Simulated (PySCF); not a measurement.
Two species compared at the same levels of theory.

First species: Dimethylphosphinic acid, C₂H₇O₂P.
SMILES: `CP(C)(=O)O`

Second species: C₆H₇ (charge +1).
InChI=1S/C6H7/c1-2-4-6-5-3-1/h1-5H,6H2/q+1

Levels: wB97X-D/def2-SVPD for HOMO energy, LUMO energy, HOMO–LUMO gap, static isotropic polarisability and electronic spatial extent ⟨r²⟩ about the centre of nuclear charge; TDDFT wB97X-D/def2-SVPD for lowest singlet excitation; TDA wB97X-D/def2-SVPD for lowest triplet excitation (Tamm–Dancoff); GFN2-xTB for rotational constant A and rotational constant C. Geometries: GFN2-xTB. Each structure is a single optimised conformer of the isolated species, non-relativistic unless stated; the electronic structure was computed with PySCF and density fitting.

Dipoles, sizes and rotational constants follow the conformer. The torsions of the flexible species, by atom-mapped SMILES:
- `[CH3:1][P:2]([CH3:3])(=[O:4])[OH:5]`: H–O5–P2–C1 -126°

Task: Which of the two has the higher LUMO energy, and by how much?

Result: The first: 2.00 eV against -6.84 eV, a difference of 8.84 eV.

Task: Which has the higher HOMO–LUMO gap?

Result: The first: 11.86 eV against 8.25 eV, a difference of 3.61 eV.

Task: Which has the higher rotational constant A?

Result: The second: 5.443 GHz against 4.074 GHz, a difference of 1.369 GHz.

Task: Which has the higher rotational constant C?

Result: The first: 3.641 GHz against 2.758 GHz, a difference of 0.883 GHz.

Task: Which of the two has the higher HOMO energy, and by how much?

Result: The first: -9.86 eV against -15.09 eV, a difference of 5.23 eV.

Task: Which of the two has the higher T1 energy, and by how much?

Result: The first: 7.62 eV against 2.44 eV, a difference of 5.18 eV.

Task: Which of the two has the higher ⟨r²⟩, and by how much?

Result: The first: 501 bohr² against 459 bohr², a difference of 42 bohr².

Task: Which of the two has the higher S1 energy, and by how much?

Result: The first: 7.76 eV against 4.15 eV, a difference of 3.61 eV.

On the first: The principal polarisabilities are 50.6, 55.8 and 57.7 au; their mean is the isotropic value. The vertical singlet–triplet gap S1 − T1 is 0.14 eV (TDDFT singlet less Tamm–Dancoff triplet; S1: HOMO→LUMO, weight 0.88; T1: HOMO→LUMO, weight 0.82).

On the second: The 8 singlets span 4.15 to 8.13 eV, and their oscillator strengths add up to 0.77. The vertical singlet–triplet gap S1 − T1 is 1.71 eV (TDDFT singlet less Tamm–Dancoff triplet; S1: HOMO→LUMO, weight 0.98; T1: HOMO→LUMO, weight 0.98).
